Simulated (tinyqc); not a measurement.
Worked calculation: MP2 on RHF in the sto-3g basis, for OH-, spin multiplicity 1. The basis has no diffuse functions, so it cannot describe the extra electron: this is an exercise in the method, not the real anion. One step of it, computed by the program tinyqc.

Question. Orthogonalisation. S = U s U^T; symmetric (Loewdin) form X = U s^(-1/2) U^T, so that X^T S X = 1.

overlap S:
```
,1O 1s,1O 2s,1O 2px,1O 2py,1O 2pz,2H 1s
1O 1s,1.000000,0.236704,0.000000,0.000000,0.000000,0.068944
1O 2s,0.236704,1.000000,0.000000,0.000000,0.000000,0.545420
1O 2px,0.000000,0.000000,1.000000,0.000000,0.000000,0.000000
1O 2py,0.000000,0.000000,0.000000,1.000000,0.000000,0.000000
1O 2pz,0.000000,0.000000,0.000000,0.000000,1.000000,0.426641
2H 1s,0.068944,0.545420,0.000000,0.000000,0.426641,1.000000
```

Give: eigenvalues of S; X.

Answer.

eigenvalues of S: 0.2969  0.8409  1.0000  1.0000  1.1234  1.7387

X:
```
,1O 1s,1O 2s,1O 2px,1O 2py,1O 2pz,2H 1s
1O 1s,1.0234,-0.1377,0.0000,0.0000,-0.0115,0.0270
1O 2s,-0.1377,1.2067,0.0000,0.0000,0.1419,-0.4151
1O 2px,0.0000,0.0000,1.0000,0.0000,0.0000,0.0000
1O 2py,0.0000,0.0000,0.0000,1.0000,0.0000,0.0000
1O 2pz,-0.0115,0.1419,0.0000,0.0000,1.1090,-0.3197
2H 1s,0.0270,-0.4151,0.0000,0.0000,-0.3197,1.2885
```
